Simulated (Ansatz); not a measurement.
**BH3S2 (SMILES SBS): single points off equilibrium**

The atoms stand at a structure displaced at random from a GFN2-xTB minimum. How far do the functionals agree with CCSD(T) there?

Method: single points in def2-TZVPP; program: Ansatz 0.2.0, Gaussian basis.

Correlated methods freeze the cores.

**1. The starting structure**

SMILES `SBS`, 6 atoms, charge 0, spin multiplicity 1.

Atoms are counted from 1 here; the program's logs count them from 0.

Bond lengths: S1–B2 1.748 Å, S1–H4 1.275 Å, B2–S3 1.717 Å, B2–H5 1.186 Å, S3–H6 1.217 Å. Angles: B2–S1–H4 94.2°, S1–B2–S3 115.5°, S1–B2–H5 113.7°, S3–B2–H5 130.7°, B2–S3–H6 104.6°.

Coordinates:

```mol
BH3S2
  3D, bonds by distance, orders not assigned

  6  5  0  0  0  0  0  0  0  0999 V2000
   -0.7806   -0.4343   -1.4840 S   0  0
    0.0657   -0.4981    0.0436 B   0  0
    0.2144    1.0007    0.8688 S   0  0
   -1.0930    0.7956   -1.3652 H   0  0
    0.4967   -1.5718    0.3058 H   0  0
    0.9839    0.7714    1.7829 H   0  0
  1  2  8  0
  1  4  8  0
  2  3  8  0
  2  5  8  0
  3  6  8  0
M  END
```

**2. CCSD(T)/def2-TZVPP**

The input, run/in.yaml:

```yaml
crystal:
  periodic: [false, false, false]
  atoms:
    - {symbol: S, position_ang: [-0.780600, -0.434300, -1.484000]}
    - {symbol: B, position_ang: [0.065700, -0.498100, 0.043600]}
    - {symbol: S, position_ang: [0.214400, 1.000700, 0.868800]}
    - {symbol: H, position_ang: [-1.093000, 0.795600, -1.365200]}
    - {symbol: H, position_ang: [0.496700, -1.571800, 0.305800]}
    - {symbol: H, position_ang: [0.983900, 0.771400, 1.782900]}
basis:
  gaussian: {orbitals: def2-TZVPP}
correlation: {method: ccsd_t}
output: {forces: true}
```

The command line of these runs was not kept.

**3. PBE0-D4/def2-TZVPP**

run/in.yaml, as its differences from that of step 2:

```diff
@@ -11,3 +11,3 @@
   gaussian: {orbitals: def2-TZVPP}
-correlation: {method: ccsd_t}
-output: {forces: true}
+hamiltonian: {xc: pbe0, dispersion: d4}
+output: {forces: true, orbitals: {seedname: orbitals}}
```

**4. wB97M-V/def2-TZVPP**

run/in.yaml, as its differences from that of step 3:

```diff
@@ -11,3 +11,3 @@
   gaussian: {orbitals: def2-TZVPP}
-hamiltonian: {xc: pbe0, dispersion: d4}
-output: {forces: true, orbitals: {seedname: orbitals}}
+hamiltonian: {xc: {name: wB97M-V}}
+output: {forces: true}
```

**5. r2SCAN-D4/def2-TZVPP**

run/in.yaml, as its differences from that of step 4:

```diff
@@ -11,3 +11,3 @@
   gaussian: {orbitals: def2-TZVPP}
-hamiltonian: {xc: {name: wB97M-V}}
+hamiltonian: {xc: r2scan, dispersion: d4}
 output: {forces: true}
```

**6. PBE-D4/def2-TZVPP**

run/in.yaml, as its differences from that of step 5:

```diff
@@ -11,3 +11,3 @@
   gaussian: {orbitals: def2-TZVPP}
-hamiltonian: {xc: r2scan, dispersion: d4}
+hamiltonian: {xc: pbe, dispersion: d4}
 output: {forces: true}
```

**7. wB97X-V/def2-TZVPP**

run/in.yaml, as its differences from that of step 6:

```diff
@@ -11,3 +11,3 @@
   gaussian: {orbitals: def2-TZVPP}
-hamiltonian: {xc: pbe, dispersion: d4}
+hamiltonian: {xc: {name: wB97X-V}}
 output: {forces: true}
```

**8. LC-wPBE/def2-TZVPP**

run/in.yaml, as its differences from that of step 7:

```diff
@@ -11,3 +11,3 @@
   gaussian: {orbitals: def2-TZVPP}
-hamiltonian: {xc: {name: wB97X-V}}
+hamiltonian: {xc: {name: LC-wPBE}}
 output: {forces: true}
```

(Steps that only read results are left out.)

Q: Predict the outcome of this session. Wanted: energy less free atoms, CCSD(T)/def2-TZVPP; RMS force component; RMS force error; HOMO and LUMO, PBE0-D4; T1 diagnostic.

The runs gave:

| quantity | value |
| --- | --- |
| energy less free atoms, CCSD(T)/def2-TZVPP | -1828.9 kJ/mol |
| RMS force component | 1.677 to 1.845 eV/Å over the methods |
| RMS force error | PBE0-D4 0.149, wB97M-V 0.080, r2SCAN-D4 0.120, PBE-D4 0.216, wB97X-V 0.085, LC-wPBE 0.182 eV/Å |
| HOMO and LUMO, PBE0-D4 | -7.52 and -0.85 eV |
| T1 diagnostic | 0.013 |

Against CCSD(T) the functionals' energies less atoms differ by -96.0 to -38.4 kJ/mol, PBE-D4 by -96.0 kJ/mol. A larger basis would deepen the CCSD(T) value, while the functionals are nearly converged already, so the order here is not reliable. For forces wB97M-V does best and PBE-D4 worst. Frozen-core CCSD(T) forces in triple zeta carry basis errors of their own, and this is one geometry, so small gaps rank nothing.
